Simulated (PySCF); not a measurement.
Compound: hydrazine, N2H4.
Atom-mapped SMILES: `[NH2:1][NH2:2]` (hydrogens: H3, H4 on N1; H5, H6 on N2)

The same species was optimised twice, with GFN2-xTB and with PBE0-D3(BJ)/def2-SVP (PySCF), and the same property calculations (PySCF, gas phase) were run on both structures.

```tsv
coordinate	GFN2-xTB	PBE0-D3(BJ)/def2-SVP	change
N1–N2 (Å)	1.425	1.403	-0.022
N1–H3 (Å)	1.016	1.017	+0.001
N2–H5 (Å)	1.016	1.017	+0.001
N2–H6 (Å)	1.022	1.021	-0.001
N1–H4 (Å)	1.022	1.021	-0.001
N1–N2–H5 (°)	107.7	108.9	+1.2
N2–N1–H3 (°)	107.8	108.9	+1.1
H3–N1–H4 (°)	108.2	107.3	-0.9
H5–N2–H6 (°)	108.3	107.5	-0.8
N1–N2–H6 (°)	113.1	113.5	+0.4
N2–N1–H4 (°)	113.0	113.4	+0.4
```

Rotational constants: A = 143977, B = 24641, C = 24241 MHz (GFN2-xTB) against A = 145993, B = 24978, C = 24940 MHz (PBE0-D3(BJ)/def2-SVP). Point groups within 0.08 Å: C2 and C2. Atoms that the bonding makes alike are paired by their places after alignment.

On the GFN2-xTB structure: HOMO (eV) -6.82 [PBE0/pcSseg-1]; LUMO (eV) 1.44 [PBE0/pcSseg-1]; dipole (D) 2.26 [PBE0/pcSseg-1]; GIAO shielding of N1/N2 (mean) (ppm) 199.0 [PBE0/pcSseg-1].

Question: What do these properties become on the PBE0-D3(BJ)/def2-SVP structure?

Answer: 
```csv
property,level,on GFN2-xTB,on PBE0-D3(BJ)/def2-SVP,change
HOMO (eV),PBE0/pcSseg-1,-6.82,-6.97,-0.15
LUMO (eV),PBE0/pcSseg-1,1.44,1.47,+0.03
dipole (D),PBE0/pcSseg-1,2.26,2.09,-0.17
"energy, GFN2-xTB geometry as zero (kcal/mol)",PBE0/pcSseg-1,0.0,-0.2,-0.2
GIAO shielding of N1/N2 (mean) (ppm),PBE0/pcSseg-1,199.0,203.1,+4.1
```

The heavy atoms differ by 0.011 Å rms after alignment. Among all bonds N1–N2 changes most (-0.022 Å). Changes are differences of the printed values. Neither structure is proved a minimum here.

Shape of the structure used: `[NH2:1][NH2:2]`: H–N1–N2–H 151°, H–N1–N2–H -90°.
